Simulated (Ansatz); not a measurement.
A calculation on tetradymite Bi2Se3 returned lattice constant a 4.143 Å, lattice parameter c 28.137 Å, equilibrium volume per atom 27.88 Å³/atom, bulk modulus 36.4 GPa.

For reference: lattice constant a 4.143 Å (measured, temperature not stated, not corrected to a static lattice; as tabulated in Luo et al. (2012), arXiv:1308.1523); lattice parameter c 28.636 Å (measured, temperature not stated, not corrected to a static lattice; as tabulated in Luo et al. (2012), arXiv:1308.1523).

### Question
Which level of theory produced these numbers?
A) r²SCAN-D4 (Ansatz (a quantum-chemistry and plane-wave program))
B) PBEsol+SOC (Ansatz)
C) r²SCAN (Ansatz)
D) RPBE (Ansatz)

### Answer
B, PBEsol+SOC (Ansatz)

The others give: RPBE 4.233 Å, 36.180 Å, 37.65 Å³/atom, 1.76 GPa; r²SCAN-D4 4.149 Å, 29.492 Å, 29.32 Å³/atom, 27.0 GPa; r²SCAN 4.164 Å, 30.201 Å, 30.26 Å³/atom, 17.3 GPa.

Unless a cell is named, each level is at its own relaxed cell (PBEsol+SOC 27.88, r²SCAN 30.24, r²SCAN-D4 29.30, RPBE 37.43 Å³/atom).

Caveats: for a layered or molecular solid the relaxed cell lies over 5 % above the published volume, where the minimum can be shallow (RPBE, r²SCAN); the cell comes from a level without a dispersion term, which matters for the spacing of layers, chains or molecules (RPBE, r²SCAN, PBEsol+SOC). Ansatz's density-functional and Hartree–Fock values are scalar-relativistic unless marked +SOC, with PAW data made under PBE.
